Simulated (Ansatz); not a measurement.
**C2H4ClN: up Jacob's ladder to CCSD(T)**

One table from this session's results is given with a row withheld; the runs are named, their logs left out.

Method: functionals in def2-TZVPP, the program's frozen cores in correlated methods; program: Ansatz 0.2.0, Gaussian basis.

The runs, in order: LDA (SPW92), PBE-D4, revPBE-D4, BLYP-D4, r2SCAN-D4, B97M-V, PBE0-D4, B3LYP-D4, r2SCANh-D4, r2SCAN0-D4, HSE06-D4, BHLYP-D4, CAM-B3LYP-D4, LC-ωPBE, ωB97X-V, ωB97M-V, B2PLYP, PBE-QIDH; CCSD(T)/def2-SVP; CCSD(T)/def2-TZVPP; MP2/def2-QZVPP; extrapolation to the limit; RPA on PBE.

**Structure used throughout**

The geometry comes from an earlier relaxation with PBE0-D4 in a triple-zeta def2 set; it is a stationary point, not always the lowest conformer.

SMILES `C/N=C/Cl`, 8 atoms, charge 0, spin multiplicity 1.

Atoms are counted from 1 here; the program's logs count them from 0.

Bond lengths: C1–N2 1.441 Å, C1–H5 1.098 Å, C1–H6 1.093 Å, C1–H7 1.093 Å, N2–C3 1.244 Å, C3–Cl4 1.728 Å, C3–H8 1.094 Å. Angles: N2–C1–H5 113.9°, N2–C1–H6 108.8°, N2–C1–H7 108.8°, H5–C1–H6 109.0°, H5–C1–H7 109.0°, H6–C1–H7 107.0°, C1–N2–C3 117.8°, N2–C3–Cl4 121.7°, N2–C3–H8 126.4°, Cl4–C3–H8 111.9°.

Set-up of the first run:

The input, in.yaml:

```yaml
crystal:
  periodic: [false, false, false]
  atoms:
    - {symbol: C, position_ang: [0.026295, 1.056110, 0.245030]}
    - {symbol: N, position_ang: [0.363543, -0.310380, 0.554737]}
    - {symbol: C, position_ang: [0.015515, -1.191457, -0.251526]}
    - {symbol: Cl, position_ang: [0.367296, -2.861332, 0.020669]}
    - {symbol: H, position_ang: [-0.517142, 1.177580, -0.701598]}
    - {symbol: H, position_ang: [-0.579921, 1.462418, 1.058078]}
    - {symbol: H, position_ang: [0.945102, 1.645916, 0.206184]}
    - {symbol: H, position_ang: [-0.528487, -1.035957, -1.187373]}
basis:
  gaussian: {orbitals: def2-TZVPP}
hamiltonian: {xc: lda}
output: {orbitals: {seedname: orbitals}}
```

Command:

```console
ansatz run in.yaml --threads 2 --pin off --events-out ev --progress --plain --max-ram 4352MiB
```

Among the steps run: LDA; PBE-D4 (GGA); revPBE-D4 (GGA); BLYP-D4 (GGA); r2SCAN-D4 (meta-GGA); B97M-V (meta-GGA); PBE0-D4 (hybrid); B3LYP-D4 (hybrid); r2SCANh-D4 (hybrid); r2SCAN0-D4 (hybrid); HSE06-D4 (hybrid); BHLYP-D4 (hybrid); CAM-B3LYP-D4 (range-separated); LC-ωPBE (range-separated); ωB97X-V (range-separated); ωB97M-V (range-separated); B2PLYP (double hybrid); PBE-QIDH (double hybrid).

One table of the session follows, with a row left open; its other results are not shown here.

It belongs to the step «Orbital energies across the functionals». 

```
  functional  HOMO (eV)  gap (eV)
 LDA (SPW92)      -6.60      4.77
      PBE-D4      -6.49      4.90
   revPBE-D4      -6.44      4.94
     BLYP-D4      -6.39      4.93
   r2SCAN-D4      -6.82      5.42
      B97M-V      -7.00      5.72
     PBE0-D4      -8.00      7.49
    B3LYP-D4      -7.77      7.00
  r2SCANh-D4      -7.38      6.38
  r2SCAN0-D4          ?         ?
    HSE06-D4      -7.60      6.70
    BHLYP-D4      -9.37     10.05
CAM-B3LYP-D4      -9.44     10.12
     LC-ωPBE     -10.78     12.67
     ωB97X-V     -10.46     12.28
     ωB97M-V     -10.37     12.10
```

Q: Estimate the row for r2SCAN0-D4 from the others.

Worked estimate for «HOMO (eV)». Against the share of exact exchange, r2SCAN-D4 (0, -6.82), r2SCANh-D4 (0.1, -7.38) give a slope of -5.60 per unit share; at 0.25 the line stands at -8.22.

The run gave: HOMO (eV): -8.23; gap (eV): 7.83. In «HOMO (eV)» the line misses by +0.01.
